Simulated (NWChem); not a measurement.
Species: N₂H₄ anion, doublet; SMILES of the neutral closed-shell parent NN

```xyz
6

N     -0.0778     0.7217     0.1285
N      0.0778    -0.7217     0.1285
H      0.8777     1.0848     0.2248
H     -0.3652     1.0120    -0.8339
H     -0.8777    -1.0848     0.2248
H      0.3652    -1.0120    -0.8339
```
Atoms are numbered in this order, from 1.

Level: B3LYP/def2-SVPD, spin-unrestricted (NWChem), optimised geometry, unscaled harmonic frequencies. In the optimisation the excess spin sits in a (C2, its own frame). The spin multiplicity was typed, not searched, and may not be the lowest. The highest occupied level is positive, so the extra electron may be held by the finite basis.

Question: List the harmonic frequencies with IR intensities, and the thermochemistry.

Answer: 
```
frequency (cm⁻¹)  IR intensity (km/mol)
----------------  ---------------------
315                                13.8
873                                12.6
998                               216.2
1092                               91.3
1301                               30.0
1382                                3.5
1515                              777.1
1552                               35.1
2969                              466.4
3001                             1445.9
3276                             1617.5
3339                              303.2
```

| Item | Value |
|---|---|
| zero-point energy | 30.9 kcal/mol |
| thermal correction to the enthalpy at 298.15 K (with zero-point energy) | 33.6 kcal/mol |
| heat capacity Cv | 9.2 cal/(mol K) |
| entropy at 298.15 K and 1 atm (symmetry number 2, electronic part: spin degeneracy alone) | 57.0 cal/(mol K) |

Rigid rotor and harmonic oscillator.
